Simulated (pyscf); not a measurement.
Thermochemistry of product channels of `[Cl][Si]([Cl])[Cl]` [doublet] + `[OH2]` on the doublet surface, in eV, from ωB97M-D3(BJ)/def2-TZVP energies (ideal gas, 1 atm, RRHO with modes under 100 cm⁻¹ raised to 100, one conformer, R ln 2 for chiral ones without a mode under 150 cm⁻¹). PySCF, gas phase, ωB97X-D3(BJ)/def2-SVP geometries.

| products | ΔE | ΔH(298 K) | ΔG(600 K) | ΔG(900 K) |
|---|---|---|---|---|
| `[OH][Si]([Cl])([Cl])[Cl]` + `[H]` [doublet] | -0.43 | -0.61 | -0.38 | -0.30 |
| `[ClH]` + `[OH][Si]([Cl])[Cl]` [doublet] | (withheld) | -0.13 | -0.18 | -0.21 |
| `[O][Si]([Cl])([Cl])[Cl]` [doublet] + `[H][H]` | +0.38 | +0.17 | +0.31 | (withheld) |

Q: Complete the blanks.

A: 
- `[ClH]` + `[OH][Si]([Cl])[Cl]` [doublet], ΔE: -0.06
- `[O][Si]([Cl])([Cl])[Cl]` [doublet] + `[H][H]`, ΔG(900 K): +0.35

These are energies of the channels, which say nothing of barriers.
